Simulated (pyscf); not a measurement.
Elementary routes open to `[OH][CH][OH]` [doublet] in the gas phase (doublet surface):
A. `[O]=[CH][OH]` + `[H]` [doublet] (H–O broken; none formed)
B. `[CH]=[O]` [doublet] + `[OH2]` (C–O, H–O broken; H–O formed)

Single points on ωB97X-D3(BJ)/def2-SVP structures (PySCF, gas phase). MP2 and CC: frozen core, UHF for open shells. ΔMP2 is the change of the MP2 total energy from the triple- to the quadruple-zeta basis.

Q: Rank the routes by free-energy barrier at 298 K, lowest first, for CCSD(T)/def2-TZVPP + ΔMP2(QZVPP) energies (ideal gas, 1 atm, RRHO with modes under 100 cm⁻¹ raised to 100, one conformer, R ln 2 for rigid chiral ones).

A: A (1.09 eV), B (1.74 eV)

Route A is the fastest of these, ahead of the next by 0.65 eV. The most stable products are those of B (ΔG = -0.39 eV), whose barrier is 0.65 eV higher: the kinetic and the thermodynamic product differ. At 1200 K A is still the fastest. Only these routes are compared; each barrier is that of the saddle found, and lower ones may exist. The CCSD(T) − MP2 part came from Ansatz, without density fitting, on the same reference. A UHF reference is spin-contaminated (<S²> up to 0.87), which harms MP2 most.
